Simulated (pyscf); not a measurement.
PySCF, gas phase, ωB97X-D3(BJ)/def2-SVP geometries.

**Question.** Estimate by transition-state theory the rate constant of H₃Si–SiH(SiH₃)–SiH₃ (SMILES [SiH3][SiH]([SiH3])[SiH3]) + CH₃• (SMILES [CH3]) -> H₃Si–SiH•–SiH₃ (SMILES [SiH3][SiH][SiH3]) + H₃C–SiH₃ (SMILES C[SiH3]) (doublet surface; Si–Si broken, C–Si formed) at 600 K, with ωB97M-D3(BJ)/def2-TZVP energies (ideal gas, 1 atm, RRHO with modes under 100 cm⁻¹ raised to 100, one conformer, R ln 2 for chiral ones without a mode under 150 cm⁻¹; no tunnelling).

**Answer.** The electronic barrier is 7.4 kcal/mol and the thermal terms add +21.5, so ΔG‡ = 28.9 kcal/mol. With k_BT/h = 1.25e+13 s⁻¹ and RT = 1.192 kcal/mol, and a volume of 8.18e-20 cm³ per molecule at 1 atm, k = 3.1e-17 cm³ molecule⁻¹ s⁻¹. Wigner's tunnelling factor for 517i cm⁻¹ would be 1.06. A shift of 1 kcal/mol in the barrier changes k by a factor 2.3. This is the saddle that the search found; another between the same sides may lie lower. The angle at the attacked Si is 179°.
